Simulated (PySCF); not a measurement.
# Which proton of acetylene is most acidic?

Parent: `C#C` (C2H2). Atom numbers as in the mapped SMILES `[CH:1]#[CH:2]`.

Level of theory: ωB97X-D3(BJ)/ma-def2-TZVP single points in PySCF, grid level 2; every species was optimised with PBE0-D3(BJ)/ma-def2-SVP. ωB97X-D3(BJ) is ωB97X-V with D3(BJ) in place of VV10. Zero-point and thermal terms (298.15 K, 1 bar) come from unscaled PBE0-D3(BJ)/ma-def2-SVP harmonic frequencies, with soft modes damped to free rotors in the entropy.

```
              site  product  ΔH(acid) / kJ/mol  ΔG(acid) / kJ/mol
C1 (alkyne carbon)   [C-]#C               1585               1551
```

ΔH and ΔG refer to AH → A⁻ + H⁺ in the gas phase.

In chloroform the product from C1 is solvated 221 kJ/mol more strongly than the parent (electrostatics only).

Against the Active Thermochemical Tables (version 1.112): C1 1583 (computed 1585, error 2) kJ/mol.

Measured values (NIST Chemistry WebBook, evaluated or the median of agreeing entries): deprotonation enthalpy (ΔH) 1580 kJ/mol (computed 1585, difference 5); gas-phase acidity (ΔG) 1550 kJ/mol (computed 1551, difference 1).
